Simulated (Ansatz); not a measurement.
## SrTiO3: computed properties

Level of theory: DFT PBE, scalar-relativistic, plane waves, PAW (Ansatz 0.2.0).

Cutoff 420 eV; k points 8×8×8 on the computed 5-atom cell (Γ-centred); Gaussian smearing, width 0.02 eV; no spin polarisation.

The structure is relaxed at this level of theory with its symmetry kept. Whether it is the stable form of this composition wasn't checked.

```
Sr Ti O
1.0
     3.93640    0.00000    0.00000
     0.00000    3.93640    0.00000
     0.00000    0.00000    3.93640
Sr Ti O
1 1 3
Direct
  0.50000 0.50000 0.50000
  0.00000 0.00000 0.00000
  0.50000 0.00000 0.00000
  0.00000 0.50000 0.00000
  0.00000 0.00000 0.50000
```

Problem. Formation energy from the elements' standard states (uncorrected)?

Solution. -3.139 eV/atom.

Problem. Kohn–Sham band gap?

Solution. 1.84 eV.

Problem. Löwdin character of the top 1 eV of the valence band?

Solution. O 2p 95 %.

Problem. Löwdin character of the lowest 1 eV of the conduction band?

Solution. Ti 3d 88 %, O 2p 10 %.

Problem. Bader charges (e)?

Solution. Sr (1 in the cell) 1.60, Ti (1 in the cell) 2.24, O (3 in the cell) -1.28.

A ferromagnetic start lost its moments in a first run, so spin was left out; other magnetic orders weren't tried.

Symmetry holds off the tilts and polar distortions that many cubic perovskites undergo.